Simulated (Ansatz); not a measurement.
Which is lower?

Two relaxed structures of Al₂BH₄, doublet (PBE0-D4/def2-TZVP; forces vanish, vibrations not checked).

A:

B1  (-2.083, 0.036, -0.976)
Al2  (-0.240, 0.003, -0.111)
Al3  (2.057, -0.035, 0.963)
H4  (-2.803, -0.922, -0.930)
H5  (-2.480, 1.013, -1.545)
H6  (2.989, 1.249, 0.886)
H7  (2.560, -1.344, 1.712)
(Å)

B:

B1  (-0.043, 0.001, -0.020)
Al2  (-1.927, 0.033, -0.903)
Al3  (1.842, -0.032, 0.863)
H4  (-2.853, -1.257, -0.820)
H5  (-2.419, 1.348, -1.649)
H6  (2.767, 1.259, 0.780)
H7  (2.334, -1.346, 1.609)
(Å)

Ansatz 0.2.0; basis: def2-TZVPP; cores frozen in the correlated methods; orbitals are unrestricted. B3LYP uses VWN-RPA correlation.

Problem. Which structure is lower at CCSD(T), and by how much? (An estimate is asked for; the value comes from the calculation.)

Solution. The calculation gives: A, by 20.88 kcal/mol (electronic energy, against the other). By their contacts, A is Al₂BH₄ ([BH2][Al][AlH2]) and B is Al₂BH₄ ([AlH2][B][AlH2]).

All methods give the same order:

```json
{"method": "PBE-D4", "E(B) − E(A) (kcal/mol)": "27.77"}
{"method": "r2SCAN-D4", "E(B) − E(A) (kcal/mol)": "24.43"}
{"method": "PBE0-D4", "E(B) − E(A) (kcal/mol)": "25.42"}
{"method": "B3LYP-D4", "E(B) − E(A) (kcal/mol)": "22.63"}
{"method": "wB97M-V", "E(B) − E(A) (kcal/mol)": "19.90"}
{"method": "HF", "E(B) − E(A) (kcal/mol)": "12.53"}
{"method": "MP2", "E(B) − E(A) (kcal/mol)": "21.08"}
{"method": "CCSD", "E(B) − E(A) (kcal/mol)": "19.45"}
{"method": "CCSD(T)", "E(B) − E(A) (kcal/mol)": "20.88"}
```

The T1 diagnostic stays at or below 0.026. ⟨S²⟩ of the unrestricted Hartree–Fock references: 0.76 to 0.77 (a pure state has 0.75).

Labels in which every atom is bracketed show which atoms are joined, not bond orders.

For scale, one of the runs: CCSD(T)/def2-TZVPP, 171 basis functions, launched by `ansatz run in.yaml --threads 2 --pin off --events-out ev --progress --plain --max-ram 4352MiB`. Hardware: 2 CPU threads of an Arm Neoverse V2, shared host. Wall time 56 s; peak host memory 3 GiB.
